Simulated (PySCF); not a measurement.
## Sulfur: a sound run and one with changed settings

Sound run: S [Ne] 3s2 3p4, S⁺ [Ne] 3s2 3p3. Computed with PySCF 2.14 in x2c-SVPall (4s3p1d, 18 functions), with scalar relativity by spin-free X2C-1e. The sound run starts from symmetry-adapted Hartree-Fock orbitals and uses a fine grid where one is needed.

A second run was set up differently.

```tsv
species	method	sound run (hartree)	changed run (hartree)	converged
S	UHF	-398.43483	-398.43483	yes
S	BP86	-399.09400	-399.12980	yes
S	PBE0	-398.91382	-398.93652	yes
S⁺	UHF	-398.09772	-398.09772	yes
S⁺	BP86	-398.70781	-398.70781	yes
S⁺	PBE0	-398.53449	-398.53449	yes
```

Ionisation energy of S:

| method | sound run (eV) | changed run (eV) |
| --- | --- | --- |
| UHF | 9.173 | 9.173 |
| BP86 | 10.509 | 11.483 |
| PBE0 | 10.322 | 10.940 |

Task: What was changed?
A. minimal basis
B. basis contracted for another Hamiltonian
C. too few SCF iterations
D. angular grid far too coarse

Result: D. It used 6 angular points. A coarse angular grid integrates products of high-l functions wrongly, so density functionals can shift, and the SCF can exploit the error; Hartree-Fock and MP2 need no grid.
